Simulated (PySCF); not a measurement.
Core-level binding energies of methoxyacetonitrile

Compound: methoxyacetonitrile, C3H5NO.
Structure used (PBE0-D3(BJ)/def2-SVP), in Å, numbered top down from 1:
```
atom  x, y, z in Å
C1    -1.3475    0.0746    0.1077
O2    -0.4071   -0.3793   -0.8280
C3     0.8679   -0.5506   -0.3130
C4     1.5095    0.7143    0.0946
N5     1.9802    1.7191    0.4216
H6    -2.3147    0.1377   -0.4073
H7    -1.0884    1.0749    0.5008
H8    -1.4425   -0.6253    0.9608
H9     1.4872   -1.0126   -1.0972
H10    0.8802   -1.2297    0.5643
```

Level of theory: PySCF, delta-SCF UKS SCAN, pcX-2 on the ionised atom, pcseg-1 elsewhere, spin-free X2C. Vertical ΔSCF values, vacuum level as zero.

Q: Give the core binding energies atom by atom.

A: 
```tsv
atom(s)	bonded to	level	binding energy (eV)	above the level's lowest (eV)	count
C1	O and 3 H	C 1s	292.79	+0.23	1
O2	2 C	O 1s	539.42	0.00	1
C3	O, C and 2 H	C 1s	294.01	+1.45	1
C4	N (triple bond) and C	C 1s	292.56	0.00	1
N5	C (triple bond)	N 1s	405.51	0.00	1
```

The listed C 1s values span 1.45 eV, from C4 (bonded to N (triple bond) and C) to C3 (bonded to O, C and 2 H). The widest gap between neighbouring values is 1.22 eV, between 292.79 and 294.01 eV.

Q: Which photon energy gives electrons from C 1s of C4 a kinetic energy of 50 eV, and what is their de Broglie wavelength?

A: hν = 292.56 + 50 = 342.56 eV, recoil neglected; λ = 12.264 Å/√(E/eV) = 1.73 Å.

One conformer (not necessarily the lowest) at the PBE0-D3(BJ)/def2-SVP geometry, without solvent, vibrations or thermal averaging.
